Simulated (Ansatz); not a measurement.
# AlH3SSi (SMILES [AlH]1[SiH2][S]1): one structure at several levels

The task here is to estimate one member of a computed series from the others.

Program: Ansatz 0.2.0, Gaussian basis. Level of theory: single points in def2-TZVPP. These are calculated values, not measurements.

Correlated methods freeze the cores. B3LYP uses VWN-RPA correlation.

## Starting geometry

SMILES `[AlH]1[SiH2][S]1`, 6 atoms, charge 0, spin multiplicity 1.

Atoms are counted from 1 here; the program's logs count them from 0.

Bond lengths: Al1–Si2 2.353 Å, Al1–S3 2.216 Å, Al1–H4 1.397 Å, Si2–H5 1.303 Å. Angles: Si2–Al1–S3 68.4°, Si2–Al1–H4 129.3°, S3–Al1–H4 155.0°, Al1–Si2–H5 126.2°.

Coordinates:

```
Al   -1.2438   -0.5711   -0.5437
Si    0.9246   -0.0895    0.2321
S    -0.9842    1.5930   -0.1436
H    -1.7005   -1.6796   -1.2599
H     1.8700    0.4999   -0.4444
H     1.2478    0.2317    1.9422
```

Set-up of the first run:

File run/in.yaml:

```yaml
crystal:
  periodic: [false, false, false]
  atoms:
    - {symbol: Al, position_ang: [-1.243800, -0.571100, -0.543700]}
    - {symbol: Si, position_ang: [0.924600, -0.089500, 0.232100]}
    - {symbol: S, position_ang: [-0.984200, 1.593000, -0.143600]}
    - {symbol: H, position_ang: [-1.700500, -1.679600, -1.259900]}
    - {symbol: H, position_ang: [1.870000, 0.499900, -0.444400]}
    - {symbol: H, position_ang: [1.247800, 0.231700, 1.942200]}
basis:
  gaussian: {orbitals: def2-TZVPP}
correlation: {method: ccsd_t}
output: {forces: true}
```

No record of the launch command was kept for these runs.

Among the steps run: CCSD(T)/def2-TZVPP; PBE0-D4/def2-TZVPP; wB97M-V/def2-TZVPP; r2SCAN-D4/def2-TZVPP; PBE-D4/def2-TZVPP; B3LYP-D4/def2-TZVPP; r2SCAN0-D4/def2-TZVPP.

One table of the session follows, with a row left open; its other results are not shown here.

```
    method  RMS force component (eV/Å)  angle to CCSD(T) forces (°)  dipole (D)
   CCSD(T)                       2.449                    reference        2.88
   PBE0-D4                       2.502                          2.5        2.95
   wB97M-V                           ?                            ?           ?
 r2SCAN-D4                       2.476                          1.8        2.83
    PBE-D4                       2.443                          3.6        2.63
  B3LYP-D4                       2.390                          1.7        2.98
r2SCAN0-D4                       2.514                          3.1        3.06
```

**Question.** Estimate the row for wB97M-V.

The run gave: RMS force component (eV/Å): 2.474; angle to CCSD(T) forces (°): 3.2; dipole (D): 3.21. In the column «RMS force component (eV/Å)» it lies between CCSD(T) (2.449) and r2SCAN-D4 (2.476).
